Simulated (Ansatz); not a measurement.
```yaml
crystal:
  periodic: [false, false, false]
  atoms:
    - {symbol: Pd, position_ang: [0.000000, 0.000000, 0.000000]}
    - {symbol: N, position_ang: [0.975038, 0.975940, 0.975155]}
    - {symbol: N, position_ang: [-0.977571, -0.972959, 0.975596]}
    - {symbol: N, position_ang: [-0.973181, 0.974812, -0.978133]}
    - {symbol: N, position_ang: [0.975714, -0.977793, -0.972619]}
basis:
  gaussian: {orbitals: def2-TZVP}
hamiltonian: {xc: pbe0}
relax: {f_tol: 0.004, max_steps: 80}
```

```sh
$ ansatz run in.yaml --threads 1 --pin off --events-out ev --progress --plain --max-ram 2176MiB
```

Steps of the relaxation (energy above the last step; positions in Å, forces in eV/Å):

```
5
step 1, 663.2 meV
Pd    0.000    0.000    0.000    2.927    2.930    2.928
N     0.975    0.976    0.975    0.462    0.462    0.462
N    -0.978   -0.973    0.976   -2.597   -2.587    1.794
N    -0.973    0.975   -0.978   -2.587    1.792   -2.598
N     0.976   -0.978   -0.973    1.795   -2.598   -2.586
```

```
5
step 2, 65.1 meV
Pd    0.040    0.040    0.040    1.121    1.122    1.121
N     1.021    1.022    1.021   -0.189   -0.189   -0.189
N    -1.016   -1.011    0.967   -0.710   -0.707    0.485
N    -1.012    0.966   -1.017   -0.707    0.485   -0.710
N     0.967   -1.016   -1.011    0.486   -0.710   -0.707
```

```
5
step 3, 2.4 meV
Pd    0.058    0.058    0.058    0.167    0.167    0.167
N     1.033    1.034    1.033   -0.087   -0.087   -0.087
N    -1.030   -1.026    0.965   -0.102   -0.101    0.123
N    -1.026    0.965   -1.031   -0.101    0.122   -0.102
N     0.966   -1.031   -1.025    0.123   -0.102   -0.101
```

```
5
step 4, 0.0 meV
Pd    0.057    0.057    0.057    0.011    0.011    0.011
N     1.029    1.030    1.029    0.004    0.004    0.004
N    -1.032   -1.028    0.974   -0.005   -0.005   -0.006
N    -1.028    0.974   -1.033   -0.005   -0.006   -0.005
N     0.975   -1.033   -1.027   -0.006   -0.005   -0.005
```

```
5
step 5, 0.0 meV
Pd    0.057    0.057    0.057   -0.002   -0.002   -0.002
N     1.030    1.031    1.030    0.000    0.000    0.000
N    -1.033   -1.028    0.973    0.001    0.001    0.000
N    -1.028    0.972   -1.033    0.001    0.000    0.001
N     0.973   -1.033   -1.027    0.000    0.001    0.001
```

Close pairs at the end: Pd1–N2 1.685 Å, Pd1–N3 1.790 Å, Pd1–N4 1.790 Å, Pd1–N5 1.790 Å.

A stationary point of restricted PBE0 after 5 steps (its stability towards spin polarisation wasn't tested); no frequencies were run, so it isn't proven a minimum. 2.9 min on 1 thread of Intel Xeon Platinum 8259CL, shared host.
